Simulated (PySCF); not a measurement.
These are PySCF with PBE-D3(BJ)/def2-TZVP // B3LYP-D3(BJ)/def2-SVP values and carry that method's errors. Isolated molecules, 0 K electronic values unless said otherwise. 

Reference species (SMILES): `CC#N` (neutral, multiplicity 1).

| Item | Result |
|---|---|
| HOMO | -8.07 eV |
| dipole moment | 3.95 D |
| HOMO–LUMO gap | 7.79 eV |

Changed species: `N` (free base NH3; the reference has free base CH3CN).

Problem. What does the change do to the HOMO, dipole moment and HOMO–LUMO gap?

Solution. the HOMO rises by 2.00 eV, to -6.07 eV; the dipole moment drops by 2.20 D, to 1.75 D; the HOMO–LUMO gap falls by 1.53 eV, to 6.26 eV.
